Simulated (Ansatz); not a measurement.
Geometry optimisation, Ansatz 0.2.0, RKS PBE0-D4/6-31G.

input.yaml

```yaml
crystal:
  periodic: [false, false, false]
  atoms:
    - { symbol: Si, position_ang: [0.0, 0.0, 0.0] }
    - { symbol: Si, position_ang: [0.0, 0.0, 2.22] }
    - { symbol: H, position_ang: [-1.3148, -0.4067, 2.7074] }
    - { symbol: H, position_ang: [1.0096, -0.9353, 2.7074] }
    - { symbol: H, position_ang: [0.3052, 1.342, 2.7074] }
    - { symbol: H, position_ang: [1.3768, 0.0, -0.4862] }
    - { symbol: H, position_ang: [-0.6877, 1.1914, -0.4862] }
    - { symbol: Si, position_ang: [-1.0456, -1.8115, -0.7393] }
    - { symbol: H, position_ang: [-1.7029, -2.4846, 0.3772] }
    - { symbol: H, position_ang: [-2.0454, -1.4265, -1.7311] }
    - { symbol: H, position_ang: [-0.0777, -2.7173, -1.3511] }
basis:
  gaussian: { orbitals: "6-31G" }
hamiltonian:
  xc: pbe0
  dispersion: d4
relax:
  f_tol: 0.02
  max_steps: 40
```

Launched with:

```bash
$ ansatz run input.yaml --threads 1 --pin off --max-ram 2048MiB --backend cpu --events-out ev --progress --plain --runs-dir out
```

Q: Where does it end, and by what steps?

A: The forces met the threshold. The force dipped under the threshold on the way, but the program's further checks kept it going. Limits of this set-up: no polarisation functions. After 14 steps the energy has fallen by 0.468 eV; H10 moved furthest, 0.98 Å.

| step | energy less start (eV) | largest force component (eV/Å) | accepted |
| --- | --- | --- | --- |
| 0 | 0.0000 | 0.816 | yes |
| 1 | -0.4067 | 0.236 | yes |
| 2 | -0.4296 | 0.070 | yes |
| 3 | -0.4320 | 0.021 | yes |
| 4 | -0.4378 | 0.012 | yes |
| 5 | -0.4427 | 0.166 | yes |
| 6 | -0.4466 | 0.102 | yes |
| 7 | -0.4529 | 0.012 | yes |
| 8 | -0.4560 | 0.202 | yes |
| 9 | -0.4585 | 0.102 | yes |
| 10 | -0.4640 | 0.008 | yes |
| 11 | -0.4656 | 0.050 | yes |
| 12 | -0.4664 | 0.074 | yes |
| 13 | -0.4670 | 0.052 | yes |
| 14 | -0.4675 | 0.015 | yes |

```xyz
11
Properties=species:S:1:pos:R:3
Si -0.203 0.124 -0.001
Si 0.171 0.003 2.321
H -1.132 -0.216 3.043
H 1.087 -1.147 2.642
H 0.796 1.271 2.835
H 1.092 0.444 -0.702
H -1.167 1.242 -0.299
Si -1.063 -1.900 -0.843
H -2.337 -2.261 -0.128
H -1.355 -1.797 -2.315
H -0.072 -3.012 -0.629
```

Run time: 66 s on 1 thread of Arm Neoverse N1 (shared host), peak memory 0.12 GiB.
